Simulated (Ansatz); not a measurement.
Process, species as SMILES: CS (CH3-SH) + [H][H] (H2) → C (CH4) + S (H2S)
B3LYP-D3(BJ)/def2-TZVP geometries, fixed; electronic energies without zero-point terms.
Largest species:
```
C
H 1 1.0879
H 1 1.0879 2 110.33
H 1 1.0886 2 108.79 3 -119.26
S 1 1.8231 2 111.32 4 -116.63
H 5 1.3429 1 97.06 2 -61.78
```

Basis-set convergence of the energy of full hydrogenation at HF with Ansatz (a first-principles code). All functions are spherical. No added dispersion term, no relativity. Functions are those of the species that has most. Reference: the value in aug-pcseg-3, -23.02 kcal/mol, itself unsure by roughly 0.01 kcal/mol (its mean distance from aug-cc-pV(Q+d)Z, cc-pV(5+d)Z, def2-QZVPPD). Deviations are taken from unrounded values.

| basis | functions |
|---|---|
| pcseg-0 | 30 |
| pcseg-1 | 52 |
| aug-pcseg-1 | 86 |
| aug-cc-pV(D+d)Z | 91 |
| pcseg-2 | 120 |
| jun-cc-pV(T+d)Z | 143 |
| aug-pcseg-2 | 188 |
| aug-cc-pV(T+d)Z | 193 |
| pcseg-3 | 256 |
| aug-cc-pV(Q+d)Z | 353 |
| aug-pcseg-3 | 370 |

Task: Which is the smallest set listed that can be trusted to 2 kcal/mol here, that is, within that of the reference together with its larger relatives (same family, alike in diffuse functions; a set with none to test it counts only in the reference's own line)?

Result: The smallest set listed that lies within 2 kcal/mol of the reference with all its larger relatives (same family, alike in diffuse functions; a set with none counts only in the reference's own line) is pcseg-1 (52 functions, -1.70 kcal/mol off). Value minus reference: pcseg-0 -2.31, pcseg-1 -1.70, aug-pcseg-1 -1.02, aug-cc-pV(D+d)Z -1.18, pcseg-2 -0.17, jun-cc-pV(T+d)Z -0.08, aug-pcseg-2 -0.08, aug-cc-pV(T+d)Z -0.05, pcseg-3 -0.01, aug-cc-pV(Q+d)Z 0.02, aug-pcseg-3 0.00 kcal/mol.
